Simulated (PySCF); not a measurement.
An unknown is described by computed data only.

Elements present: C, F and H. Monoisotopic mass: 88.0688 u.

| Item | Value |
| --- | --- |
| Couplings | largest of the computed one-bond spin–spin couplings (means over like bonds): 19F–13C -236.8, 13C–1H +166.7, 13C–1H +164.7, 13C–1H +154.5 (×2), 13C–1H +133.7 (×3), 13C–1H +130.8 (×2), 13C–13C +77.7, 13C–13C +44.1 Hz [B3LYP/pcJ-1, spin–dipole term left out for some pairs] |
| Triplet | lowest triplet excitation (Tamm–Dancoff): 4.27 eV [TDA CAM-B3LYP/def2-SVPD] |
| 13C NMR | chemical shifts (computed TMS as zero) by class: 161.3 (1 C), 119.0 (1 C), 81.9 (1 C), 39.7 (1 C), 24.3 (1 C) ppm [GIAO HF/pcSseg-2] |
| Dipole | 1.41 D [CAM-B3LYP/def2-SVPD] |
| UV, first state | lowest singlet excitation: 6.88 eV (180 nm, f = 0.133) [TDDFT CAM-B3LYP/def2-SVPD] |
| Rotational structure | rotational constants A, B, C: 5.814, 2.405, 1.906 GHz [PBE0-D3(BJ)/def2-SVP] |
| NMR, other nuclei | isotropic shieldings of nuclei other than C and H, by class: 437 (1 F) ppm [GIAO HF/pcSseg-2] |
| 1H NMR | chemical shifts (computed TMS as zero) by class: 5.03 (1 H), 4.90 (1 H), 4.14 (2 H), 2.13 (2 H), 1.93 (3 H) ppm [GIAO HF/pcSseg-2] |
| Polarisability | 63.7 au [CAM-B3LYP/def2-SVPD] |
| Valence photoelectron | vertical ionisation energy: 9.37 eV [ΔSCF CAM-B3LYP/def2-SVPD] |

Electronic properties: PySCF, gas phase, density fitting. Levels stand in brackets. Geometry: PBE0-D3(BJ)/def2-SVP, one conformer, isolated molecule. Each NMR value is the plain mean over a class of atoms that symmetry, rotation or inversion makes alike.

**Question.** Which formula fits the mass and the elements?

**Answer.** C5H9F (calculated 88.0688). No other formula that holds each of these elements comes within 0.0003 u with a fitting electron parity and a possible valence count.

**Question.** Propose a structure and show how it fits.

**Answer.** Numbering: `[CH2:1]=[C:2]([CH3:3])[CH2:4][CH2:5][F:6]`. Its formula, C5H9F, gives 1 degree of unsaturation: 0 rings and 1 π bond in the structure found. 5 carbons fall into 5 classes; from least to most shielded: fully substituted alkene carbon [C2] (161.3 ppm), terminal =CH2 carbon [C1] (119.0 ppm), sp3 C–F carbon [C5] (81.9 ppm), allylic carbon [C4] (39.7 ppm), allylic carbon [C3] (24.3 ppm). Hydrogen classes from least to most shielded: 1 H on a terminal =CH2 carbon, C1 (5.03 ppm), 1 H on a terminal =CH2 carbon, C1 (4.90 ppm), 2 H on an sp3 C–F carbon, C5 (4.14 ppm), 2 H on an allylic carbon, C4 (2.13 ppm), 3 H on an allylic carbon, C3 (1.93 ppm, a mean of values up to 0.7 ppm apart in this geometry). The other shieldings belong to: 437 ppm, alkyl fluorine [F6]. The couplings run between: -236.8 Hz, alkyl fluorine [F6] and sp3 C–F carbon [C5]; +166.7 Hz, terminal =CH2 carbon [C1] and its hydrogen; +164.7 Hz, terminal =CH2 carbon [C1] and its hydrogen; +154.5 Hz, sp3 C–F carbon [C5] and its hydrogen (with 1 like pair); +133.7 Hz, allylic carbon [C3] and its hydrogen (with 2 like pairs); +130.8 Hz, allylic carbon [C4] and its hydrogen (with 1 like pair); +77.7 Hz, terminal =CH2 carbon [C1] and fully substituted alkene carbon [C2]; +44.1 Hz, fully substituted alkene carbon [C2] and allylic carbon [C3]. The first electron is taken from the HOMO, whose largest Löwdin shares are 0.38 on the terminal =CH2 carbon, 0.32 on the fully substituted alkene carbon, 0.07 on an allylic carbon and 0.05 on an allylic carbon. The optimised geometry has point group C1 and is an asymmetric top. Structure: `C=C(C)CCF`. Computed isomers that give other values at the same levels: `CC(C)=CCF` (13C chemical shifts (computed TMS as zero) by class: 148.9 (1 C), 129.9 (1 C), 73.9 (1 C), 26.4 (1 C), 18.1 (1 C) ppm); `CCC1(F)CC1` (13C chemical shifts (computed TMS as zero) by class: 69.3 (1 C), 30.0 (1 C), 12.1 (1 C), 9.3 (2 C) ppm); `C=C[C@H](C)CF` (13C chemical shifts (computed TMS as zero) by class: 153.5 (1 C), 121.7 (1 C), 82.8 (1 C), 40.4 (1 C), 19.8 (1 C) ppm). The assignments are read from this structure; whether some other isomer fits the data as well wasn't checked.

Shape of the structure used: `[CH2:1]=[C:2]([CH3:3])[CH2:4][CH2:5][F:6]`: C1–C2–C4–C5 -109°, C2–C4–C5–F6 -68°.
